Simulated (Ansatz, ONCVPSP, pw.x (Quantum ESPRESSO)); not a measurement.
What a changed setting does to a pw.x run (fcc H)

Potential: optimised norm-conserving Vanderbilt (ONCV), ONCVPSP 4.0.1.1 (patched build), PBEsol; core none, reference 1s1; waves: 1s: rc 1.00 bohr, ncon 3, nbas 6, qcut 6.1 1/bohr, 2 projectors, debl 1 Ha; p scattering state at 0.33 Ha: rc 0.95 bohr, ncon 3, nbas 6, qcut 9.9 1/bohr, 2 projectors, debl 1.3 Ha; local part: polynomial inside 0.75 bohr (lpopt 4, dvloc0 8.5 Ha); core correction: none.

The reference run (k-mesh 18³, cutoffs 95/380 Ry, Fermi–Dirac 0.01 Ry, mixing_beta 0.4, conv_thr 1e-9, no spin) gives -0.53 GPa at 2.917 Å³/atom, where all-electron LAPW gives -0.10 GPa. This run, with its own iteration cap, changes smearing to mv.

```
&control
  calculation='scf', prefix='x', pseudo_dir='./', outdir='./tmp', tstress=.true., disk_io='none'
/
&system
  ibrav=0, nat=1, ntyp=1, ecutwfc=95, ecutrho=380, nbnd=7,
  occupations='smearing', smearing='mv', degauss=0.01
/
&electrons
  conv_thr=1e-09, mixing_beta=0.4, electron_maxstep=60
/
ATOMIC_SPECIES
H 1.0 H.UPF
CELL_PARAMETERS angstrom
  0.00000000 1.13405855 1.13405855
  1.13405855 0.00000000 1.13405855
  1.13405855 1.13405855 0.00000000
ATOMIC_POSITIONS crystal
H 0.0000 0.0000 0.0000
K_POINTS automatic
18 18 18 0 0 0
```

```bash
pw.x < H.scf.in > H.scf.out
```

Task: How does the run end?

Result: It converges in 3 iterations; the free energy moves by +3.3 meV/atom and the pressure by -0.06 GPa. This scheme is built to cancel the term in the square of the width that Fermi–Dirac smearing leaves in the F of a metal.

```
Message from routine setup:
     using ibrav=0 with symmetry is DISCOURAGED, use correct ibrav instead
     lattice parameter (alat)  =       3.0307  a.u.
     unit-cell volume          =      19.6849 (a.u.)^3
     number of electrons       =         1.00
     number of Kohn-Sham states=            7
     kinetic-energy cutoff     =      95.0000  Ry
     charge density cutoff     =     380.0000  Ry
     scf convergence threshold =      1.0E-09
     Exchange-correlation= PBESOL
     number of k points=   195  Marzari-Vanderbilt smearing, width (Ry)=  0.0100
     iteration #  1     ecut=    95.00 Ry     beta= 0.40
     total energy              =      -1.07127911 Ry
     estimated scf accuracy    <       0.00000677 Ry
     iteration #  2     ecut=    95.00 Ry     beta= 0.40
     total energy              =      -1.07128110 Ry
     estimated scf accuracy    <       0.00000250 Ry
     iteration #  3     ecut=    95.00 Ry     beta= 0.40
     the Fermi energy is     3.9430 ev
!    total energy              =      -1.07128113 Ry
     estimated scf accuracy    <          7.9E-11 Ry
     smearing contrib. (-TS)   =       0.00000893 Ry
     The total energy is F=E-TS. E is the sum of the following terms:
     one-electron contribution =       0.64554315 Ry
     hartree contribution      =       0.01649228 Ry
     xc contribution           =      -0.66362564 Ry
     ewald contribution        =      -1.06969985 Ry
     convergence has been achieved in   3 iterations
          total   stress  (Ry/bohr**3)                   (kbar)     P=       -5.94
     Message from routine punch:
     Nothing written, as per user request (disk_io='none')
```

The run took about 2.2 s on one core of a shared host (Intel(R) Xeon(R) Platinum 8375C CPU @ 2.90GHz, 64 threads, 496 GiB, load 25).
